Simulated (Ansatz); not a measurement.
Mulliken charges of `[CH2]S(=O)(=O)O` radical from PBE/def2-TZVPP in Ansatz (PBE0-D4/def2-TZVP geometry).

```csv
atom,x (Å),y (Å),z (Å),charge (e)
C1,0.841,0.686,0.514,-0.208
S2,-0.138,-0.193,-0.592,0.658
O3,-0.518,0.678,-1.650,-0.329
O4,0.467,-1.462,-0.836,-0.372
O5,-1.469,-0.438,0.249,-0.234
H6,1.872,0.384,0.629,0.138
H7,0.442,1.590,0.952,0.127
H8,-1.403,-1.302,0.678,0.221
```

**Question.** By hand: the dipole of these point charges (1 e Å = 4.8032 D).

**Answer.** Σ q r = (0.079, 0.121, 0.657) e Å, of length 0.673 e Å = 3.23 D.

**Question.** How does the dipole of the full density compare? (Estimate.)

**Answer.** Computed: (0.098, 0.024, 0.729) e Å, 3.53 D; the point charges give 0.92 times that, at 9° from its direction.

Point charges leave out the atoms' own dipoles, such as those of lone pairs, and Mulliken's split depends on the basis, so the close match here is no proof of good charges.
